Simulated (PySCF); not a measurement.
N₂O, SMILES N#[N+][O-]. Heavy atoms are numbered as in [N:1]#[N+:2][O-:3].

The structure is a stationary point at PBE0-D3(BJ)/def2-TZVP.

Method: PBE/def2-TZVPD in PySCF.

Mulliken values depend strongly on the basis, most of all with diffuse functions as here. ESP charges are fitted to the potential on shells at 1.4 to 2.0 van der Waals radii. Atomic charges (e), one atom of each kind:

| atom | Mulliken | ESP fit |
|---|---|---|
| N1 | -0.20 | (withheld) |
| N2 | 0.55 | (withheld) |
| O3 | -0.35 | (withheld) |

What belongs in the gaps? (Estimate from the structure and the level; the computed values follow.)


- N1, ESP fit: -0.33
- N2, ESP fit: 0.62
- O3, ESP fit: -0.29
